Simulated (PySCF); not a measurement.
CH3, SMILES [CH3] (connectivity only; charge and spin as stated), charge +1, multiplicity 1. Geometry: B3LYP-D3(BJ)/def2-TZVPD. The multiplicity is an assumed one; other spin states were not compared. The isomer is the one that the SMILES or the coordinates give; other isomers of the formula were not compared.

TDDFT-ωB97X/def2-TZVPD run with PySCF 2.14.0 puts the lowest singlet excitations at 6.09, 6.09, 15.15, 15.15, 15.18, 16.50 eV and the lowest triplet (TDA) at 5.07 eV.

What are the lowest singlet roots from EOM-CCSD/aug-cc-pVDZ (PySCF)? (An estimate is asked for; the answer gives what the named calculation found.)

6.15, 6.15, 15.30, 15.30, 15.63, 15.63 eV; triplets 5.13, 5.13, 11.94 eV. S1 differs by 0.06 eV (second minus first; roots are paired by order, and the bases may differ).
